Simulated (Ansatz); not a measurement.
System: HO, charge 0, doublet. HO (SMILES [OH], doublet).
B3LYP-D3(BJ)/def2-TZVP minimum from Ansatz (a program for electronic structure):
```xyz
2

O      0.0000     0.0000    -0.1085
H      0.0000     0.0000     0.8682
```
Charge 0, spin multiplicity 2.

Hartree-Fock and CCSD(T) correlation energies in hartree (Ansatz). Radicals and triplets start from unrestricted determinants; spin-orbit coupling is neglected. Cores are frozen in correlated methods. No relativity.

| basis | X | E(HF) | E(corr, CCSD(T)) |
|---|---|---|---|
| cc-pVTZ | 3 | -75.41896 | -0.21873 |
| cc-pVQZ | 4 | -75.42557 | -0.23601 |
| cc-pV5Z | 5 | -75.42742 | withheld |

Fit E(corr) = E∞ + A/X³ to X = 3 and 4, predict X = 5, and compare with the run.

A = (-0.21873 - (-0.23601))/(1/27 - 1/64) = 0.8070; E∞ = -0.23601 - A/64 = -0.24862; at X = 5, E∞ + A/125 = -0.24216. The run gave -0.24215, 0.01 mEh above the prediction. The same form on X = 4 and 5 gives E∞ = -0.24859, 0.03 mEh above the first estimate.
